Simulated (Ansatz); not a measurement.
1T (CdI2-type) PtSe₂, treated with rVV10 (Ansatz, a quantum-chemistry and plane-wave program, plane waves, PAW).

Numerical settings: plane-wave cutoff 500 eV, 12×12×8 k mesh (along the axes of the cell as run), Fermi–Dirac smearing 0.05 eV, scalar-relativistic PAW data made under PBE.

Computed at the level's own relaxed cell.

Question: What does this level give for the equilibrium volume per atom, equilibrium lattice constant a and lattice parameter c?

Answer: 
equilibrium volume per atom: 21.76 Å³/atom
equilibrium lattice constant a: 3.827 Å
lattice parameter c: 5.147 Å

The run finds no gap.

Measured, for comparison: lattice constant a 3.727 Å (temperature not stated, no zero-point or thermal correction; as tabulated in Björkman (2014), arXiv:1406.2436); lattice parameter c 5.074 Å (temperature not stated, zero-point anharmonic expansion removed (computed with revB86b-DF2); no thermal correction; as tabulated in Björkman (2014), arXiv:1406.2436). Computed (rounded) less measured: lattice constant a +2.7 %, lattice parameter c +1.4 %.

Spin–orbit coupling is not included.
